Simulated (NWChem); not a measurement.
Species: SiH4 cation, doublet; SMILES of the neutral closed-shell parent [SiH4]

```xyz
5

Si     0.0813     0.1904     0.0045
H      1.2598    -0.0529    -0.8338
H     -0.1610     1.3546     0.8628
H     -0.5751    -1.1382     0.5571
H     -1.2455    -0.4317    -0.5906
```
Atoms are numbered in this order, from 1.

Results from NWChem. Spin-unrestricted. Geometry: optimised at B3LYP/6-31G* (spherical d), spin-unrestricted. The spin multiplicity was typed, not searched, and may not be the lowest. No stability test was run on the SCF state. Atomic charges in e: unrestrained fits to the electrostatic potential beside Mulliken populations; buried atoms are poorly determined by the fit.

Problem. Predict the results for B3LYP/def2-SVP. Quantities: ESP Si1; Mulliken Si1; relative RMS misfit of the potential (%).

Solution. 
```
Property                                  Result
----------------------------------------  ------
ESP Si1                                     0.69
Mulliken Si1                                0.55
relative RMS misfit of the potential (%)       2
```
